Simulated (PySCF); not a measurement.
Constants of NaS, step by step

State: ²Π, doublet, unpaired electrons π ↑. De refers to Na + S. ROHF-based CCSD(T) in PySCF 2.14 with Na cc-pCVDZ, S aug-cc-pV(D+d)Z and Na cc-pCVTZ, S aug-cc-pV(T+d)Z (frozen core orbitals: 6; no relativity). Correlation energies are extrapolated as n⁻³ (n = 2, 3), Hartree–Fock as (n+1)·exp(−9√n). CV is the change on freezing 2 orbitals instead, in Na cc-pCVTZ, S cc-pwCVTZ. SR is the spin-free X2C energy in Na cc-pCVTZ-DK, S cc-pVTZ-DK less the non-relativistic one in Na cc-pCVTZ, S cc-pVTZ.

| Level | Re (Å) | ωe (cm⁻¹) | ωexe (cm⁻¹) | αe (cm⁻¹) | De (eV) |
| --- | --- | --- | --- | --- | --- |
| CCSD(T)/DZ | 2.5402 | 314.5 | 1.45 | 0.00143 | 2.325 |
| CCSD(T)/TZ | 2.5105 | 325.3 | 1.43 | 0.00141 | 2.506 |
| HF/CBS | 2.5182 | 330.1 | 1.42 | 0.00137 | 1.517 |
| MP2/CBS | 2.4988 | 330.3 | 1.42 | 0.00140 | 2.553 |
| CCSD/CBS | 2.4992 | 330.9 | 1.42 | 0.00140 | 2.491 |
| CCSD(T)/CBS | 2.5008 | 329.0 | 1.42 | 0.00141 | 2.584 |
| CCSD(T)/CBS+CV | 2.4986 | 329.4 | 1.42 | 0.00141 | 2.587 |
| CCSD(T)/CBS+CV+SR | 2.4973 | 329.3 | 1.42 | 0.00142 | 2.575 |

Question: How much is left between CCSD(T)/TZ and the basis-set limit, and how much do the triples give at the limit?

Answer: CCSD(T)/CBS less CCSD(T)/TZ: -9.7 mÅ in Re, +3.7 cm⁻¹ in ωe and +0.078 eV in De. CCSD(T)/CBS less CCSD/CBS: +1.6 mÅ in Re, -1.9 cm⁻¹ in ωe and +0.093 eV in De.

Question: What do the later terms add?

Answer: CV: -2.2 mÅ in Re, +0.4 cm⁻¹ in ωe and +0.003 eV in De; SR: -1.3 mÅ in Re, -0.1 cm⁻¹ in ωe and -0.012 eV in De, each against the row above.

The T1 diagnostic is 0.014. The state was picked by a PBE0 search and need not be the measured ground state. Spin–orbit coupling, excitations beyond (T) and corrections to the Born–Oppenheimer picture are left out.

The whole job (state search and all basis sets along the bond) took about 53 min on 4 threads of Arm Neoverse V1 (shared host), peak memory 10 GiB.
